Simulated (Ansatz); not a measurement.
C3H9NO can be A, `COCCN`, or B, `CCC(N)O`.

Isolated molecules relaxed with PBE0-D4/def2-TZVP in Ansatz; ΔE leaves out vibrations. CCSD(T)/CBS is the MP2 limit (def2-TZVPP, def2-QZVPP) plus CCSD(T) − MP2 in def2-TZVPP, frozen cores. DFT in def2-TZVPP. Each species was taken in one conformer, which may not be the lowest.

(1) Which isomer does CCSD(T)/CBS put lower? Give the gap. (An estimate is asked.)

(2) Give E(B) − E(A) in kJ/mol with r2SCAN-D4, BLYP-D4, PBE0-D4, ωB97M-V, MP2/def2-TZVPP, CCSD(T)/def2-TZVPP, B2PLYP. (An estimate is asked.)

(3) Does the order hold for the free energy at 298.15 K (harmonic terms from PBE0-D4)? (Estimate.)

Largest T1 diagnostic: 0.010.

Results:

(1) Ansatz gave: B, by 81.1 kJ/mol.

(2) Ansatz gave: r2SCAN-D4 -78.3, BLYP-D4 -68.4, PBE0-D4 -77.9, ωB97M-V -78.6, MP2/def2-TZVPP -83.8, CCSD(T)/def2-TZVPP -78.4, B2PLYP -75.2. None reverses the order clearly.

(3) The calculation gave: Yes: G(B) − G(A) = -79.5 kJ/mol, for one conformer each.

At CCSD(T), def2-SVP lies +4.4 kJ/mol from the extrapolated value and def2-TZVPP +2.8 kJ/mol. From PBE to PBE0 (25 % exact exchange), in def2-TZVPP and without D4, E(B) − E(A) moves by −3.0 kJ/mol.
